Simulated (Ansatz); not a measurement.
CH₄MgO⁺, that is MgMe(OH) with one electron fewer. Total charge 1; doublet. Geometry PBE0-D4/def2-TZVP, that of the neutral singlet; atoms count from 1.

| atom | x (Å) | y (Å) | z (Å) |
| --- | --- | --- | --- |
| Mg1 | 0.3092 | -0.1332 | 0.6341 |
| C2 | -0.5832 | 0.2586 | -1.1957 |
| H3 | -1.1899 | -0.5860 | -1.5357 |
| H4 | 0.1615 | 0.4574 | -1.9722 |
| H5 | -1.2407 | 1.1316 | -1.1447 |
| O6 | 1.0687 | -0.4646 | 2.1913 |
| H7 | 1.4745 | -0.6636 | 3.0229 |

Question: Estimate the Mulliken populations from the PBE0/def2-TZVP orbitals of Ansatz.

Answer: 
```
atom  charge (e)  spin (α − β)
 Mg1        1.06          0.12
  C2       -0.52          0.59
  H3        0.24          0.00
  H4        0.24          0.00
  H5        0.24          0.00
  O6       -0.63          0.29
  H7        0.36          0.00
```
Mulliken values and Mayer orders depend strongly on the basis.

Question: Where does the spin sit?

Answer: Summed by element: Mg 0.12, C 0.59, H 0.00, O 0.29, of 1 unpaired in all. Largest on single atoms: C2 0.59, O6 0.29, Mg1 0.12.

Question: And the Mayer bond orders between bonded heavy atoms (over 0.3)?

Answer: Mg1–C2 0.53 (2.07 Å); Mg1–O6 0.90 (1.76 Å).
